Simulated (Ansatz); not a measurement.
Stepwise reaction of `C[Si]C` with hydrogen, as a gas-phase model of exchange steps in deposition or etching. ΔE in kJ/mol; ΔG adds harmonic PBE0-D4 terms to CCSD(T)/CBS, at 1 bar.

Computed with Ansatz on PBE0-D4/def2-TZVP structures; ΔE is electronic, products minus reactants. CCSD(T)/CBS adds triple-zeta CCSD(T) − MP2 to the extrapolated MP2 energy (def2 sets, frozen cores). This one scheme is used for every species. DFT in def2-TZVPP. B3LYP here is the variant with VWN-RPA as its local correlation; programs differ in this.

```tsv
step	reaction	PBE-D4	B3LYP-D4	ωB97M-V	CCSD(T)/CBS	ΔG(500 K)
1	`C[Si]C` + H₂ → `C[SiH]` + CH₄	-18.6	-25.8	-23.0	-22.1	-19.8
```

Problem. Give the row of step 2, `C[SiH]` + H₂ → `[SiH2]` + CH₄. (An estimate is asked.)

Solution. Computed: 
```csv
step,reaction,PBE-D4,B3LYP-D4,ωB97M-V,CCSD(T)/CBS,ΔG(500 K)
2,`C[SiH]` + H₂ → `[SiH2]` + CH₄,-19.6,-27.6,-25.4,-25.2,-14.7
```

Problem. By hand: ΔE of the 2 steps together at CCSD(T)/CBS.

Solution. (-22.1) + (-25.2) = -47.3 kJ/mol, or -23.6 kJ/mol a step.

In ΔE the steps differ by no more than 3.1 kJ/mol. All are downhill at CCSD(T)/CBS. ΔG lies between -19.8 and -14.7 kJ/mol a step. PBE-D4 differs from CCSD(T)/CBS by 3.5 to 5.6 kJ/mol a step. Isolated molecules leave out the surface, adducts and barriers. Largest T1 diagnostic: 0.014.
